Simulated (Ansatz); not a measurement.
Molecular dynamics, step by step

P$_{4}$ (SMILES p12p3p1p23), closed shell, PBE0-D4/def2-SVP (Ansatz 0.2.0). Settings (timestep in fs, temperature in K; T counts 6 degrees of freedom):

```yaml
hamiltonian: {xc: pbe0, dispersion: d4}
md: {n_steps: 80, timestep: 0.75, temperature: 100, ensemble: nve, seed: 733, initial_velocities: maxwell_boltzmann}
```

Start (the SMILES describes the start alone):

P1  (-0.725, -0.100, 1.120)
P2  (1.295, 0.110, 0.316)
P3  (-0.185, -1.092, -0.750)
P4  (-0.385, 1.082, -0.686)
(Å)

```json
{"step": "0", "time (fs)": "0.00", "potential energy less the start (meV)": "0.0", "kinetic energy (meV)": "25.9", "T (K)": "100"}
{"step": "5", "time (fs)": "3.75", "potential energy less the start (meV)": "-6.0", "kinetic energy (meV)": "31.8", "T (K)": "123"}
{"step": "10", "time (fs)": "7.50", "potential energy less the start (meV)": "-3.8", "kinetic energy (meV)": "29.7", "T (K)": "115"}
{"step": "15", "time (fs)": "11.25", "potential energy less the start (meV)": "5.9", "kinetic energy (meV)": "19.9", "T (K)": "77"}
{"step": "20", "time (fs)": "15.00", "potential energy less the start (meV)": "17.8", "kinetic energy (meV)": "8.1", "T (K)": "31"}
{"step": "25", "time (fs)": "18.75", "potential energy less the start (meV)": "25.0", "kinetic energy (meV)": "0.9", "T (K)": "4"}
{"step": "30", "time (fs)": "22.50", "potential energy less the start (meV)": "23.5", "kinetic energy (meV)": "2.4", "T (K)": "9"}
{"step": "35", "time (fs)": "26.25", "potential energy less the start (meV)": "14.3", "kinetic energy (meV)": "11.5", "T (K)": "45"}
{"step": "40", "time (fs)": "30.00", "potential energy less the start (meV)": "2.9", "kinetic energy (meV)": "23.0", "T (K)": "89"}
{"step": "45", "time (fs)": "33.75", "potential energy less the start (meV)": "-4.1", "kinetic energy (meV)": "30.0", "T (K)": "116"}
{"step": "50", "time (fs)": "37.50", "potential energy less the start (meV)": "-2.9", "kinetic energy (meV)": "28.8", "T (K)": "111"}
{"step": "55", "time (fs)": "41.25", "potential energy less the start (meV)": "4.7", "kinetic energy (meV)": "21.2", "T (K)": "82"}
{"step": "60", "time (fs)": "45.00", "potential energy less the start (meV)": "12.3", "kinetic energy (meV)": "13.6", "T (K)": "52"}
{"step": "65", "time (fs)": "48.75", "potential energy less the start (meV)": "14.3", "kinetic energy (meV)": "11.6", "T (K)": "45"}
{"step": "70", "time (fs)": "52.50", "potential energy less the start (meV)": "10.0", "kinetic energy (meV)": "15.9", "T (K)": "62"}
{"step": "75", "time (fs)": "56.25", "potential energy less the start (meV)": "4.2", "kinetic energy (meV)": "21.6", "T (K)": "84"}
{"step": "80", "time (fs)": "60.00", "potential energy less the start (meV)": "2.8", "kinetic energy (meV)": "23.0", "T (K)": "89"}
```

Step 10, positions (Å) and forces (eV/Å):

```
atom       x       y       z      Fx      Fy      Fz
  P1  -0.741  -0.111   1.131   0.241   0.210  -0.125
  P2   1.309   0.115   0.309  -0.120  -0.044   0.181
  P3  -0.187  -1.100  -0.746  -0.007  -0.031  -0.168
  P4  -0.381   1.096  -0.693  -0.113  -0.135   0.111
```

Step 55, positions (Å) and forces (eV/Å):

```csv
atom,x,y,z,Fx,Fy,Fz
P1,-0.723,-0.099,1.114,-0.342,-0.084,0.582
P2,1.294,0.114,0.315,0.534,-0.055,0.101
P3,-0.188,-1.098,-0.749,0.002,-0.273,-0.275
P4,-0.383,1.083,-0.680,-0.194,0.413,-0.409
```

Step 65, positions (Å) and forces (eV/Å):

```json
{"atom": "P1", "x": "-0.714", "y": "-0.090", "z": "1.113", "Fx": "-0.591", "Fy": "-0.284", "Fz": "0.694"}
{"atom": "P2", "x": "1.290", "y": "0.109", "z": "0.324", "Fx": "0.685", "Fy": "0.030", "Fz": "-0.071"}
{"atom": "P3", "x": "-0.186", "y": "-1.096", "z": "-0.758", "Fx": "-0.023", "Fy": "-0.315", "Fz": "-0.132"}
{"atom": "P4", "x": "-0.390", "y": "1.077", "z": "-0.680", "Fx": "-0.070", "Fy": "0.570", "Fz": "-0.492"}
```

Last step (80):

P1  (-0.718, -0.085, 1.132)
P2  (1.304, 0.102, 0.334)
P3  (-0.184, -1.101, -0.773)
P4  (-0.402, 1.084, -0.693)
(Å)

Hardware: 2 CPU threads of an Intel Xeon, shared host. Wall time about 3.2 min.
